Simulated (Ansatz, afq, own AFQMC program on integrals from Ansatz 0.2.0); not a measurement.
**CH$_{3}$N, singlet → CH$_{3}$N, triplet**

```xyz
5

N     0.0000    0.0582    0.5542
C     0.0000   -0.1584   -0.7297
H     0.0000    0.9667    1.0152
H     0.0000   -0.7270    1.1922
H     0.0000    0.8384   -1.2134
```

Connectivity, by distances: NH2–CH.

E(triplet, charge +0) − E(singlet, charge +0) at this geometry, on RHF and UHF determinants.

Basis cc-pVDZ. Only valence electrons are correlated. Integrals, coupled cluster, full CI and functionals: Ansatz 0.2.0; the random walks run on the same integrals in our own AFQMC program. The CISD trial takes its coefficients from CCSD amplitudes. Released means that phaseless walkers are propagated on without the constraint, phases kept. ± is one standard error of the sampling. The errors of all members are added in quadrature.

No full CI on the walks' own integrals is used here; CCSDT(Q) serves as the reference and is uncertain by about the last step of the cluster series. Each member takes its own surest rung, up to full CI.

The best estimate is CCSD(T) at the basis-set limit (CBS: def2-TZVPP and def2-QZVPP, with their diffuse functions for anions and beside diffuse sets, CCSD(T) itself extrapolated) plus the step from CCSD(T) to CCSDT(Q) in cc-pVDZ. Rows without CBS are in cc-pVDZ, the functionals in def2-TZVP; B2PLYP and the wave-function rows carry a basis error of their own. Core correlation and relativity beyond core potentials are missing, and ± holds the sampling alone.

Cautions: CH₃N (triplet): another spin lies lower.

| level | vertical spin gap (eV) |
| --- | --- |
| CCSD | 2.361 |
| r2SCAN | 2.002 |
| PBE0 | 2.125 |

From these cheaper values, estimate the vertical spin gap at the level of the best estimate.

2.396 eV (best estimate, highest rung CCSDT(Q)).

```json
{"level": "HF", "vertical spin gap (eV)": "1.566", "error against the best estimate (eV)": "-0.830"}
{"level": "MP2", "vertical spin gap (eV)": "2.324", "error against the best estimate (eV)": "-0.072"}
{"level": "CCSD(T)", "vertical spin gap (eV)": "2.436", "error against the best estimate (eV)": "0.040"}
{"level": "CCSDT", "vertical spin gap (eV)": "2.439", "error against the best estimate (eV)": "0.043"}
{"level": "CCSDT(Q)", "vertical spin gap (eV)": "2.444", "error against the best estimate (eV)": "0.048"}
{"level": "ph-AFQMC/CISD", "vertical spin gap (eV)": "2.446 ± 0.006", "error against the best estimate (eV)": "0.050 ± 0.006"}
{"level": "released AFQMC", "vertical spin gap (eV)": "2.444 ± 0.007", "error against the best estimate (eV)": "0.048 ± 0.007"}
{"level": "HF/CBS", "vertical spin gap (eV)": "1.492", "error against the best estimate (eV)": "-0.904"}
{"level": "MP2/CBS", "vertical spin gap (eV)": "2.343", "error against the best estimate (eV)": "-0.053"}
{"level": "CCSD(T)/CBS", "vertical spin gap (eV)": "2.388", "error against the best estimate (eV)": "-0.008"}
{"level": "PBE", "vertical spin gap (eV)": "2.246", "error against the best estimate (eV)": "-0.150"}
{"level": "B3LYP", "vertical spin gap (eV)": "2.318", "error against the best estimate (eV)": "-0.078"}
{"level": "wB97M-V", "vertical spin gap (eV)": "2.462", "error against the best estimate (eV)": "0.066"}
{"level": "B2PLYP", "vertical spin gap (eV)": "2.347", "error against the best estimate (eV)": "-0.049"}
```

Correlation beyond CCSD(T) adds 0.008 eV. Going to the basis-set limit takes off 0.048 eV at CCSD(T). The perturbative (T) step is worth +0.075 eV. The functionals spread over 0.461 eV; B2PLYP and wB97M-V come nearest and r2SCAN is 0.394 eV too low.

Best estimates are given only where the step beyond CCSD(T) is under 0.3 eV and no member's determinant is very poor (T1 over 0.05, or 0.07 for open shells, ⟨S²⟩ too high by 0.3, two states mixed), so the hardest cases are missing from such tables.

The functionals ran in a triple-zeta set and keep a basis error of their own, a few kJ/mol for each bond in atomization energies and more for double hybrids, so close places among them and the extrapolated levels can swap.

CCSDT and higher add their correlation energy to the determinant of the CCSD(T) run, since their own runs factorise the integrals more tightly (a shift of under 2 meV). Each member of a difference takes its own highest rung, so a best estimate needn't equal the limit plus the step of one row. A walk keeps the symmetry of its determinant, which the program's search chose and which needn't be the lowest solution, so a lower state of the same spin and another symmetry isn't excluded. Released energies are given only where the last usable release times agree within the noise; a slower fall can still hide under it.
